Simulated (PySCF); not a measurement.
Gas-phase reaction: 2 SiH2ClNH2 ⇌ N2 + 2 SiH2Cl + 2 H2

Computed with PySCF and rigid-rotor harmonic-oscillator thermochemistry at 1 bar. † marks an energy on the PBE0/def2-TZVP geometry and frequencies; other levels use their own. MP2 freezes the core. 6-31G* has spherical d functions here. Open shells (unrestricted): SiH2Cl (multiplicity 2); the rest are closed-shell singlets. B3LYP is the form with VWN-RPA correlation. SiH2ClNH2, SiH2Cl: computed as isolated molecules; such fragments, hydroxides, amides, oligomers or adducts are transient or little studied in the gas. MP2 isn't extrapolated to the basis-set limit; its ΔH°(298 K) is 474.4 kJ in def2-SVP and 534.5 kJ in def2-TZVPP. The harmonic model lacks anharmonicity and excited electronic states, which grow with temperature; levels with a mode under 35 cm⁻¹ are left out. Internal rotation in SiH2ClNH2 is treated as a harmonic vibration of one conformer, which makes the entropy rough.

```json
[
 {"level": "B3LYP/6-31G*", "ΔE electronic, kJ": "536", "ΔH°(298 K), kJ": "472", "ΔS°(298 K), J/K": "391", "ΔG°(600 K), kJ": "235"},
 {"level": "B3LYP/def2-TZVP†", "ΔE electronic, kJ": "563", "ΔH°(298 K), kJ": "499", "ΔS°(298 K), J/K": "389", "ΔG°(600 K), kJ": "264"},
 {"level": "HF/def2-TZVP†", "ΔE electronic, kJ": "487", "ΔH°(298 K), kJ": "423", "ΔS°(298 K), J/K": "389", "ΔG°(600 K), kJ": "188"},
 {"level": "M06-2X/def2-TZVP†", "ΔE electronic, kJ": "594", "ΔH°(298 K), kJ": "530", "ΔS°(298 K), J/K": "389", "ΔG°(600 K), kJ": "295"},
 {"level": "MP2/def2-SVP†", "ΔE electronic, kJ": "538", "ΔH°(298 K), kJ": "474", "ΔS°(298 K), J/K": "389", "ΔG°(600 K), kJ": "239"},
 {"level": "PBE/def2-SVP", "ΔE electronic, kJ": "567", "ΔH°(298 K), kJ": "505", "ΔS°(298 K), J/K": "390", "ΔG°(600 K), kJ": "269"},
 {"level": "PBE0/def2-QZVP†", "ΔE electronic, kJ": "616", "ΔH°(298 K), kJ": "552", "ΔS°(298 K), J/K": "389", "ΔG°(600 K), kJ": "317"},
 {"level": "PBE0/def2-SVP†", "ΔE electronic, kJ": "605", "ΔH°(298 K), kJ": "541", "ΔS°(298 K), J/K": "389", "ΔG°(600 K), kJ": "305"}
]
```
ΔH° is lowest at HF/def2-TZVP† and highest at PBE0/def2-QZVP†. No reference value is set beside these.
